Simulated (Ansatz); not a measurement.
The first iterations of a band of C$_{4}$H$_{7}$N (12 atoms, charge 0, multiplicity 1).

These are results of RKS r2SCAN-D4/STO-3G (Ansatz 0.2.0), not measurements.

```
movable images  : 7
climbing image  : yes
spring          : 5.0 eV/Å²
optimiser       : quadratic models (default)
start path      : IDPP
force threshold : 0.05 eV/Å
iteration limit : 60
end points      : relaxed
```

Image 0:

```xyz
12
Properties=species:S:1:pos:R:3
C -1.981 0.438 -0.159
C -0.874 -0.302 0.016
C 0.537 0.228 -0.014
C 1.639 -0.821 0.213
N 0.919 1.482 -0.213
H -2.982 -0.006 -0.124
H -1.936 1.520 -0.341
H -0.967 -1.383 0.197
H 1.508 -1.307 1.193
H 2.624 -0.338 0.175
H 1.587 -1.603 -0.561
H 0.003 2.036 -0.347
```

Image 8:

```xyz
12
Properties=species:S:1:pos:R:3
C -1.893 0.648 0.373
C -0.800 -0.129 0.446
C 0.492 0.120 -0.288
C 1.593 -0.928 -0.056
N 0.772 1.130 -1.100
H -2.805 0.414 0.933
H -1.926 1.551 -0.251
H -0.815 -1.027 1.081
H 1.247 -1.923 -0.378
H 1.844 -0.989 1.015
H 2.491 -0.655 -0.625
H -0.123 1.733 -1.115
```

| iteration | highest image above the first end (eV) | largest band force component (eV/Å) |
| --- | --- | --- |
| 1 | 0.155 | 0.868 |
| 2 | 0.072 | 0.321 |

Problem. Does the band converge within its limit, and where does its top end?

Solution. It converged. It ended after 6 iterations with the highest image 0.068 eV above the first end. A vibrational analysis at the climbing image gives one clearly imaginary mode, 165i cm⁻¹: a first-order saddle point. Limits of this set-up: minimal basis.

Time of the run: 2.1 min on 1 thread of Arm Neoverse V2, with other jobs on the host, peak memory 0.11 GiB.
